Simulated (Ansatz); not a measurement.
## Several solutions for doublet SiN

```xyz
2

Si    0.0000    0.0000    0.0000
N     0.0000    0.0000    2.8260
```

Basis set: def2-SVP (spherical functions). Charge 0, multiplicity 2.

UHF was run from several starts with Ansatz (development build ahead of 0.2.0).

```csv
run,program,start,converged,energy (hartree),<S²>
A,Ansatz,search for the lowest state,yes,-343.08899,2.76
B,Ansatz,stability test followed,yes,-343.08899,2.76
C,Ansatz,"atomic start, no search",yes,-343.08654,2.63
```

Which runs reached the lowest solution of this kind, and what is wrong with the others?

A, B reached the lowest solution found. Converged but too high: C by 0.07 eV. Convergence only shows a stationary point, and even a stable one can lie too high; stability tests and further starts are what find lower ones. Caution: the unrestricted determinant is a mixture of spin states.
